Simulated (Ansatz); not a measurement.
# Tl4CdI6 (P4/mnc, No. 128)

Level of theory: PBEsol in Ansatz (plane waves, PAW).

Settings: plane-wave cutoff 520 eV, 4×4×4 k mesh, Fermi–Dirac smearing 0.01 eV, scalar-relativistic PAW data made under PBE.

Cell: measured lattice: a = b = 9.229 Å, c = 9.605 Å, α = β = γ = 90.00°.

```
Item        Value
--------  -------
band gap  1.94 eV
```

Measured, for comparison: band gap 2.83 eV (temperature not stated, not corrected to a static lattice, detector crystals; as tabulated in Piasecki et al. (2022), doi:10.1039/d1ma01259b).

Note: cell and atoms aren't relaxed at this level (largest force component 0.09 eV/Å, pressure -0.9 GPa).

Spin–orbit coupling is not included; with these elements it can move the gap by several tenths of an eV or more.

The computed numbers hold no vibrational or temperature effects.

Ansatz is a quantum-chemistry and plane-wave program.
